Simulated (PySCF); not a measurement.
Species: C4H2FN.
SMILES: `N#CC1(F)C=C1`

Level of theory: EOM-IP-CCSD/aug-cc-pVDZ in PySCF, restricted Hartree–Fock reference, 6 core orbitals frozen, non-relativistic, gas phase, PBE0-D3(BJ)/def2-SVP geometry.

Hartree–Fock orbital energies give these Koopmans values (eV): HOMO 12.03, HOMO-1 12.05, HOMO-2 13.37, HOMO-3 14.44, HOMO-4 15.05, HOMO-5 15.95, HOMO-6 18.25, HOMO-7 19.07.

**Question.** What vertical ionisation energies does EOM-IP-CCSD give?

**Answer.** 
```tsv
leading hole (HF orbital)	Koopmans (eV)	EOM-IP-CCSD (eV)	change (eV)	one-hole share
HOMO	12.03	11.39	-0.64	0.96
HOMO-1	12.05	11.92	-0.13	0.96
HOMO-4	15.05	12.94	-2.11	0.94
HOMO-2	13.37	13.25	-0.12	0.95
HOMO-3	14.44	13.56	-0.88	0.95
HOMO-5	15.95	13.99	-1.96	0.94
HOMO-6	18.25	15.88	-2.37	0.94
HOMO-7	19.07	16.51	-2.56	0.94
```

**Question.** Does the order of the lines follow the orbital energies?

**Answer.** No: the HOMO-4 hole (12.94 eV) falls below the HOMO-2 hole (13.25 eV); the HOMO-4 hole (12.94 eV) falls below the HOMO-3 hole (13.56 eV). The corrections run from -2.56 to -0.12 eV, with a mean of -1.35 eV over the 8 lines; no line lies above its Koopmans value.

**Question.** At what kinetic energies would He I light (21.22 eV) eject these electrons?

**Answer.** 9.83 eV (HOMO), 9.30 eV (HOMO-1), 8.28 eV (HOMO-4), 7.97 eV (HOMO-2), 7.66 eV (HOMO-3), 7.23 eV (HOMO-5), 5.34 eV (HOMO-6), 4.71 eV (HOMO-7).

One root was sought for each valence orbital with −ε under 21 eV, eight at most, so deeper holes and satellites are missing; no vibrational structure.
